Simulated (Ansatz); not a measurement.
A calculation with Ansatz (development build ahead of 0.2.0).

```yaml
crystal:
  periodic: [false, false, false]
  atoms:
    - { symbol: C, position_ang: [-1.1512, 0.295, -0.7538] }
    - { symbol: C, position_ang: [-0.3655, 1.3391, -0.2314] }
    - { symbol: C, position_ang: [0.7857, 1.0441, 0.5224] }
    - { symbol: C, position_ang: [1.1512, -0.295, 0.7538] }
    - { symbol: C, position_ang: [0.3655, -1.3391, 0.2314] }
    - { symbol: C, position_ang: [-0.7857, -1.0441, -0.5224] }
    - { symbol: H, position_ang: [-2.0464, 0.5244, -1.34] }
    - { symbol: H, position_ang: [-0.6497, 2.3805, -0.4114] }
    - { symbol: H, position_ang: [1.3967, 1.8561, 0.9286] }
    - { symbol: H, position_ang: [2.0464, -0.5244, 1.34] }
    - { symbol: H, position_ang: [0.6497, -2.3805, 0.4114] }
    - { symbol: H, position_ang: [-1.3967, -1.8561, -0.9286] }
basis:
  gaussian: { orbitals: STO-3G }
hamiltonian:
  xc: hf
```

The input is written out in the form of the current development build from the run's settings.

The run gave:

| Quantity | Value |
| --- | --- |
| Converged | yes |
| Total energy | -227.88771 hartree |
| Spin squared of the determinant | 0.000 |
